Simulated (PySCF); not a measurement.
C₃H₅NS.
Z-matrix (Å and degrees, PBE0-D3(BJ)/def2-SVP geometry), rows numbered from 1:
```
N 
C   1  1.2636
C   2  1.5123  1  127.22
C   3  1.4952  2  111.80  1  -121.54
S   4  1.6135  3  125.69  2   121.73
H   1  1.0272  2  110.62  3     0.23
H   2  1.1049  1  117.53  3  -179.94
H   3  1.1002  2  111.03  1     2.06
H   3  1.1078  2  107.38  1   120.60
H   4  1.1041  3  114.57  2   -57.38
```

Method: EOM-IP-CCSD/aug-cc-pVDZ in PySCF, restricted Hartree–Fock reference, frozen core, non-relativistic, gas phase, PBE0-D3(BJ)/def2-SVP geometry.

Hartree–Fock orbital energies give these Koopmans values (eV): HOMO 9.63, HOMO-1 11.03, HOMO-2 12.22, HOMO-3 12.34, HOMO-4 14.48, HOMO-5 15.38, HOMO-6 17.06, HOMO-7 17.56.

Problem. What vertical ionisation energies does EOM-IP-CCSD give?

Solution. 
| leading hole (HF orbital) | Koopmans (eV) | EOM-IP-CCSD (eV) | change (eV) | one-hole share |
| --- | --- | --- | --- | --- |
| HOMO | 9.63 | 8.99 | -0.64 | 0.95 |
| HOMO-1 | 11.03 | 10.24 | -0.79 | 0.94 |
| HOMO-2 | 12.22 | 11.57 | -0.65 | 0.95 |
| HOMO-3 | 12.34 | 11.98 | -0.36 | 0.95 |
| HOMO-4 | 14.48 | 13.37 | -1.11 | 0.95 |
| HOMO-5 | 15.38 | 14.10 | -1.28 | 0.94 |
| HOMO-6 | 17.06 | 15.30 | -1.76 | 0.93 |
| HOMO-7 | 17.56 | 15.99 | -1.57 | 0.93 |

Problem. Does the order of the lines follow the orbital energies?

Solution. Yes, no two lines change places. The corrections run from -1.76 to -0.36 eV, with a mean of -1.02 eV over the 8 lines; no line lies above its Koopmans value. Koopmans values leave out both the relaxation of the orbitals and the change in correlation energy.

Problem. At what kinetic energies would He I light (21.22 eV) eject these electrons?

Solution. 12.23 eV (HOMO), 10.98 eV (HOMO-1), 9.65 eV (HOMO-2), 9.24 eV (HOMO-3), 7.85 eV (HOMO-4), 7.12 eV (HOMO-5), 5.92 eV (HOMO-6), 5.23 eV (HOMO-7).

One root was sought for each valence orbital with −ε under 21 eV, eight at most, so deeper holes and satellites are missing; no vibrational structure.

On x86-64 server, one thread, on a shared host, this took 5.4 min.

One conformer stands for the species.
